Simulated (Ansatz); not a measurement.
# BF2H: the cost of one run

All numbers below are computed with Ansatz 0.2.0 (RKS r2SCAN-D4/def2-SVPD).

## (1) The system as given

Bond lengths: B1–F3 1.520 Å, B1–F4 1.320 Å. Angles: F3–B1–F4 155.3°.

Structure file:

```xyz
4

B     0.0000    0.0000    0.0000
H     0.7533    0.0000    1.1682
F     1.5135    0.0000    0.1406
F    -1.1431    0.0000   -0.6600
```

## (2) Pulling towards end A

Springs on the bonds that form and break draw the guess towards this end; the thresholds are loose.

File input.yaml:

```yaml
crystal:
  periodic: [false, false, false]
  atoms:
    - { symbol: B, position_ang: [0.0, 0.0, 0.0] }
    - { symbol: H, position_ang: [0.7533, 0.0, 1.1682] }
    - { symbol: F, position_ang: [1.5135, 0.0, 0.1406] }
    - { symbol: F, position_ang: [-1.1431, 0.0, -0.66] }
basis:
  gaussian: { orbitals: def2-SVPD }
hamiltonian:
  xc: r2scan
  dispersion: d4
relax:
  f_tol: 0.15
  max_steps: 25
  restrain:
    - { distance: [1, 2], at: 2.12, k: 30.0 }
    - { distance: [0, 1], at: 1.19, k: 30.0 }
    - { distance: [0, 2], at: 1.32, k: 30.0 }
```

Command:

```console
$ ansatz run input.yaml --threads 1 --pin off --max-ram 2048MiB --backend cpu --events-out ev --progress --plain --runs-dir out
```

Q: Estimate wall time and peak memory on 1 thread of Arm Neoverse V2, shared host.

About 12 s, with a peak of 0.12 GiB.
